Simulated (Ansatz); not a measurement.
Geometry optimisation, UKS PBE0-D4/def2-SVP in Ansatz 0.2.0.

Input file:

```yaml
crystal:
  periodic: [false, false, false]
  atoms:
    - { symbol: B, position_ang: [0.162474, 0.075358, -0.890431] }
    - { symbol: Cl, position_ang: [0.984945, -1.407158, -0.2244] }
    - { symbol: H, position_ang: [0.809363, 1.085697, -0.919753] }
    - { symbol: H, position_ang: [-0.940938, -0.073335, -1.338193] }
    - { symbol: H, position_ang: [-0.271468, -0.222704, 1.757882] }
    - { symbol: F, position_ang: [-0.744377, 0.542041, 1.614996] }
magnetization:
  spin_polarized: true
basis:
  gaussian: { orbitals: def2-SVP }
hamiltonian:
  xc: pbe0
  dispersion: d4
relax:
  f_tol: 0.03
  max_steps: 50
```

Command:

```bash
$ ansatz run input.yaml --threads 2 --pin off --max-ram 3072MiB --backend cpu --events-out ev --progress --plain --runs-dir out
```

Question: Where does it end, and by what steps?

Answer: The run converged. After 6 steps the energy has fallen by 0.129 eV; F6 moved furthest, 0.49 Å.

```
step  energy less start (eV)  largest force component (eV/Å)  accepted
   0                  0.0000                           1.000       yes
   1                 -0.0692                           0.508       yes
   2                 -0.0919                           0.547       yes
   3                 -0.1216                           0.356       yes
   4                 -0.1281                           0.118       yes
   5                 -0.1290                           0.041       yes
   6                 -0.1292                           0.011       yes
```

```xyz
6
Properties=species:S:1:pos:R:3
B 0.076 0.108 -0.620
Cl 0.946 -1.389 -0.111
H 0.755 1.089 -0.762
H -0.976 -0.057 -1.175
H -0.195 -0.254 1.521
F -0.606 0.502 1.148
```

Time of the run: 7.6 s on 2 threads of Intel(R) Xeon(R) Platinum 8488C (Sapphire Rapids), with other jobs on the host, peak memory 0.16 GiB.
